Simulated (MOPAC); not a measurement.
MOPAC input (AM1):

```
AM1 PRECISE GNORM=0.05 LET XYZ CHARGE=-1 GEO-OK AUX(PRECISION=9) THREADS=1
C2H6N

C    -0.24585069 1   -0.34108038 1    1.22837570 1
N    -0.18927909 1    0.50905008 1    0.02327978 1
C     0.24394995 1   -0.21855779 1   -1.14733787 1
H     0.75943835 1   -0.40606839 1    1.70778042 1
H    -0.90844575 1    0.14663035 1    1.96438018 1
H     0.42185334 1    1.33248557 1    0.10013528 1
H     1.23256580 1   -0.71731054 1   -1.04485805 1
H     0.30621961 1    0.45653183 1   -2.02146417 1
H    -0.47527326 1   -1.01779037 1   -1.35515913 1
```

From the last part of the output:

```
                                                       MOPAC v23.2.5 Linux

          FINAL HEAT OF FORMATION =         39.93613 KCAL/MOL =     167.09277 KJ/MOL

          COSMO AREA              =         90.14 SQUARE ANGSTROMS
          COSMO VOLUME            =         72.58 CUBIC ANGSTROMS

          GRADIENT NORM           =          0.01537          =       0.00512 PER ATOM
          IONIZATION POTENTIAL    =         -0.010910 EV
          HOMO LUMO ENERGIES (EV) =          0.011  9.371
          NO. OF FILLED LEVELS    =         10
          MOLECULAR WEIGHT        =         44.0761         POINT GROUP:  C1

          MOLECULAR DIMENSIONS (Angstroms)

            Atom       Atom       Distance
            H     8    H     5     3.95999
            H     9    H     6     2.89402
            H     4    N     2     1.62927

          SCF CALCULATIONS        =         44

   ATOM   CHEMICAL          X               Y               Z
  NUMBER   SYMBOL      (ANGSTROMS)     (ANGSTROMS)     (ANGSTROMS)

     1       C         -0.16800400  *  -0.09740362  *   1.26005980  *
     2       N         -0.15354539  *   0.57432286  *   0.04642257  *
     3       C          0.21202393  *  -0.24651879  *  -1.10806771  *
     4       H          0.73475921  *  -0.56468745  *   1.66179520  *
     5       H         -1.12940981  *  -0.49390191  *   1.57987058  *
     6       H          0.55834966  *   1.29334739  *   0.08579201  *
     7       H          1.22268139  *  -0.74170770  *  -1.04382071  *
     8       H          0.20687757  *   0.37406458  *  -2.04538866  *
     9       H         -0.54863189  *  -1.06063209  *  -1.21864666  *

                             CARTESIAN COORDINATES

   1    C       -0.168003999    -0.097403619     1.260059803
   2    N       -0.153545385     0.574322856     0.046422566
   3    C        0.212023932    -0.246518789    -1.108067714
   4    H        0.734759208    -0.564687451     1.661795195
   5    H       -1.129409805    -0.493901911     1.579870582
   6    H        0.558349657     1.293347386     0.085792010
   7    H        1.222681388    -0.741707695    -1.043820713
   8    H        0.206877567     0.374064577    -2.045388660
   9    H       -0.548631891    -1.060632085    -1.218646656

           Empirical Formula: C2 H6 N  =     9 atoms

      MOLECULAR POINT GROUP   :   C1

                  EIGENVALUES
 -29.82726 -21.05535 -16.07288 -10.40609  -9.03535  -8.55641  -7.08154  -6.15772
  -2.98900   0.01091   9.37135   9.49383   9.80634  10.38578  12.11987  12.34924
  13.06843  14.08298

              NET ATOMIC CHARGES AND DIPOLE CONTRIBUTIONS

  ATOM NO.   TYPE          CHARGE      No. of ELECS.   s-Pop       p-Pop
    1          C          -0.836170        4.8362     1.25538     3.58079
    2          N          -0.132724        5.1327     1.60052     3.53220
    3          C          -0.163823        4.1638     1.25151     2.91231
    4          H           0.012888        0.9871     0.98711
    5          H           0.048911        0.9511     0.95109
    6          H           0.060911        0.9391     0.93909
    7          H          -0.019745        1.0197     1.01974
    8          H          -0.006511        1.0065     1.00651
    9          H           0.036263        0.9637     0.96374
 DIPOLE           X         Y         Z       TOTAL
 POINT-CHG.     0.269     0.616    -3.607     3.669
 HYBRID         1.102    -1.074    -0.504     1.619
 SUM            1.371    -0.458    -4.110     4.357

          ATOMIC ORBITAL ELECTRON POPULATIONS

     Atom    s        px        py        pz
    1  C   1.25538   0.91200   1.57015   1.09865
    2  N   1.60052   1.41484   1.09250   1.02486
    3  C   1.25151   0.94165   0.97779   0.99287
    4  H   0.98711
    5  H   0.95109
    6  H   0.93909
    7  H   1.01974
    8  H   1.00651
    9  H   0.96374

 **********************
 *                    *
 * JOB ENDED NORMALLY *
 *                    *
 **********************

 == MOPAC DONE ==
```

The dipole moment of an ion depends on the origin.
